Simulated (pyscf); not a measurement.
H₃Si–AsH₂ + SiH₄ -> H₃Si–AsH₂ + SiH₄ (four-centre exchange; singlet surface; H–Si, H–Si broken, H–Si, H–Si formed). Optimised with ωB97X-D3(BJ)/def2-SVP in PySCF. Energies in kJ/mol from the separated reactants.

```tsv
level	barrier	reaction energy
ωB97X-D3(BJ)/def2-TZVP	200.7	0.0
B3LYP-D3(BJ)/def2-TZVP	212.9	0.0
PBE0-D3(BJ)/def2-TZVP	193.2	0.0
M06-2X/def2-TZVP	…	0.0
ωB97M-D3(BJ)/def2-TZVP	…	0.0
HF/def2-TZVP	287.8	0.0
```

Q: What belongs in the gaps?

A: 
- M06-2X/def2-TZVP, barrier: 214.1
- ωB97M-D3(BJ)/def2-TZVP, barrier: 213.5

The functionals in the table span 20.9 kJ/mol in this barrier, from PBE0-D3(BJ) to M06-2X. At the saddle there is also a short Si–Si contact that neither side keeps. This is the saddle that the search found; another between the same sides may lie lower. Elements up to Kr have no core potential and no relativistic terms here.
